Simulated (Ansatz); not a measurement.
We consider fcc Ni, described by r²SCAN in Ansatz (plane waves, PAW).

Settings: plane-wave cutoff 500 eV, 30×30×20 k mesh (along the axes of the cell as run), Fermi–Dirac smearing 0.1 eV, no spin polarisation, no spin polarisation, scalar-relativistic PAW data made under PBE.

Computed at the level's own relaxed cell.

What does this level give for the equilibrium volume per atom and equilibrium lattice constant a?


* **equilibrium volume per atom**: 10.41 Å³/atom
* **equilibrium lattice constant a**: 3.467 Å

Measured, for comparison: equilibrium volume per atom 10.79 Å³/atom, lattice constant a 3.508 Å (static lattice: zero-point anharmonic expansion removed; as tabulated in Mejia-Rodriguez and Trickey (2018), arXiv:1807.09216). Computed (rounded) less measured: equilibrium volume per atom -3.5 %, lattice constant a -1.2 %.

Static lattice: no zero-point or thermal effects.

Ansatz is a quantum-chemistry and plane-wave program.
